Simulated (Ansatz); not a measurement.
Run this with Ansatz 0.2.0 through its Python package and show what comes out.

The script, `scan.py`:
```python
import ansatz as az
from ase import Atoms
import numpy as np

BASIS_SET = "def2-SVP"
LEVEL = "MP2"


def main() -> None:
    atoms = Atoms(["C", "N", "Si", "H", "H", "H", "H", "H", "H", "H"], positions=[
        (-1.0546, 0.456, -0.6824),
        (0.2893, 0.1157, -0.5619),
        (0.9071, -0.7043, 0.7647),
        (-1.1916, 0.9726, -1.6776),
        (-1.7641, -0.376, -0.6469),
        (-1.3968, 1.2432, 0.0701),
        (0.9019, 0.9352, -0.7358),
        (0.207, -1.9346, 0.9749),
        (0.8177, 0.2148, 1.9849),
        (2.3671, -0.9738, 0.5129),
    ])
    geometry = az.Crystal.molecule_from_ase(atoms)

    symbols = [site.symbol for site in geometry.cartesian_sites]
    start = np.array([site.position_ang for site in geometry.cartesian_sites])
    axis = (start[6] - start[1]) / np.linalg.norm(start[6] - start[1])
    moving = [6]
    lengths, energies = [0.88, 0.95, 1.04, 1.14, 1.3, 1.56, 1.87, 2.28], []
    for length in lengths:
        xyz = start.copy()
        xyz[moving] += (length - np.linalg.norm(start[6] - start[1])) * axis
        point = az.Crystal.molecule()
        for symbol, place in zip(symbols, xyz):
            point = point.atom(symbol, place.tolist())
        model = (
            point.calculation()
            .basis(gaussian=BASIS_SET)
            .correlation(LEVEL)
        )
        rep = model.run(threads=1).report
        energies.append(rep["free_energy_ev"])
        print(f"r = {length:6.3f} A  E = {energies[-1]:.5f} eV  <S^2> = {abs(rep['mean_field']['state']['spin_squared']):.3f}")

    print("energy above the lowest point (eV):", [round(e - min(energies), 3) for e in energies])


if __name__ == "__main__":
    main()
```

```console
$ python scan.py
r =  0.880 A  E = -10491.52143 eV  <S^2> = 0.000
r =  0.950 A  E = -10491.98780 eV  <S^2> = 0.000
r =  1.040 A  E = -10492.10004 eV  <S^2> = 0.000
r =  1.140 A  E = -10491.85021 eV  <S^2> = 0.000
r =  1.300 A  E = -10491.07500 eV  <S^2> = 0.000
r =  1.560 A  E = -10489.61027 eV  <S^2> = 0.000
r =  1.870 A  E = -10488.13611 eV  <S^2> = 0.000
r =  2.280 A  E = -10486.85858 eV  <S^2> = 0.000
energy above the lowest point (eV): [0.579, 0.112, 0.0, 0.25, 1.025, 2.49, 3.964, 5.241]
```

Notes:
- These settings explore the input space; basis and method may be short of convergence.
- The rest of the molecule is held rigid at a force-field or estimated start geometry, and the basis set is modest; single-reference methods fail as a bond breaks.
- The orbitals are restricted, so S² is zero by construction.
- Toward dissociation an unrestricted state can lie under the restricted one, by tenths of an eV for polar bonds under a functional and by 1 to 2 eV or more for others.
- S² is that of the Hartree-Fock reference.
- The whole script took 9.2 s on 1 thread of Arm Neoverse V1, on a shared host, peak memory 0.22 GiB.
